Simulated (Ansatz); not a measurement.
## Ga–P–AlH⁺, doublet: the ladder up to UCCSDT(Q)

Geometry: that of the Ga–P–AlH, singlet, kept fixed.

```yaml
atoms:
  - { symbol: Ga, position_ang: [0.0000, 0.2302, 1.1965] }
  - { symbol: Al, position_ang: [0.0000, 0.5781, -2.0818] }
  - { symbol: P, position_ang: [0.0000, -1.0792, -0.7782] }
  - { symbol: H, position_ang: [0.0000, 1.7623, -3.1262] }
```

Basis cc-pVTZ; Ansatz 0.2.0. Only valence electrons are correlated (noble-gas cores and the filled d shells of p-block atoms frozen), which leaves 11 electrons in 101 orbitals. R marks a restricted (for open shells ROHF) determinant, U an unrestricted one. No spin–orbit coupling is included, and no scalar relativity.

Full CI isn't at hand for all of this; UCCSDT(Q) serves as the reference, and is uncertain by about the last step of the cluster series. The frozen core follows each run's orbitals, which can shift R against U totals by a few meV for light atoms and by up to 0.1 eV past Ca.

The UHF ⟨S²⟩ is 0.806 and the T1 diagnostic (RCCSD) is 0.0268. The largest doubles amplitude (RCCSD) is 0.049 and the T1 diagnostic (UCCSD) is 0.0260.

```tsv
level	E − E(UHF) (eV)
UMP2	-6.3476
UCCSD	-7.2007
UCCSD(T)	-7.6287
```

Q: Estimate how far UCCSDT(Q) in cc-pVTZ lies from UCCSD(T). The table doesn't fix it; the size of (T) and the diagnostics are the guide.

A: UCCSDT(Q) in cc-pVTZ lies 7.2 kJ/mol below UCCSD(T), which is 18 % of the (T) step (-41.3 kJ/mol). The diagnostics are small and the rest is a small part of (T), but (T) is large here. The miss exceeds 1 kcal/mol.

The other levels:

```csv
level,E − E(UCCSDT(Q)) (kJ/mol),wall time
UCCSDT,3.6,–
```

Run but not shown, since their state, orbitals or frozen core can't be matched to the reference's or they repeat it: RHF, RMP2, RCCSD, RCCSD(T), BCCD(T), RCCSDT, RCCSDT(Q).
